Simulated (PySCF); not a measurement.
Species: P3H5.
Numbering: `[PH2:1][PH:2][PH2:3]` (hydrogens: H4, H5 on P1; H6 on P2; H7, H8 on P3)

A GFN2-xTB structure was refined with PySCF 2.14.0, PBE0-D3(BJ)/def2-SVP geometry optimisation, gas phase. Its GFN2-xTB values:

```csv
coordinate,GFN2-xTB
P1–P2,2.182 Å
P1–H4,1.422 Å
P1–H5,1.365 Å
P2–H6,1.390 Å
P1–P2–P3,97.8°
P1–P2–H6,92.9°
P2–P1–H4,93.5°
H4–P1–H5,91.3°
```

How do these coordinates change at the PBE0-D3(BJ)/def2-SVP level?

```
coordinate  PBE0-D3(BJ)/def2-SVP (Å or °)  change
     P1–H5                          1.431  +0.066
     P1–P2                          2.247  +0.065
     P2–H6                          1.432  +0.042
     P1–H4                          1.431  +0.009
  P1–P2–P3                           95.0    -2.8
  H4–P1–H5                           92.1    +0.8
  P2–P1–H4                           93.2    -0.3
  P1–P2–H6                           92.6    -0.3
```

The energy falls by 0.189 eV over 5 energy and gradient evaluations, the largest force component goes from 0.0326 to 1.7e-04 Eh/bohr, and the atoms move by 0.060 Å rms after alignment. Among the bonds, P1–P2 and P1–H5 change most and about equally (+0.065 to +0.066 Å). Bonds longer at the end by more than 0.005 Å: 7 of 7; shorter: 0. Rotational constants go from 9962, 2627, 2180 to 9006, 2577, 2102 MHz.

The run used 79 basis functions and 30 SCF cycles in all. The run took 8.1 s on one thread, Intel Xeon 6975P-C (x86_64), on a shared host, and the process peaked at 0.35 GiB of memory.

Stationary, but not proved a minimum. One conformer, not necessarily the lowest.

Conformer computed: `[PH2:1][PH:2][PH2:3]`: H–P1–P2–P3 87°, H–P1–P2–P3 180°, H–P3–P2–P1 -88°, H–P3–P2–P1 180°.
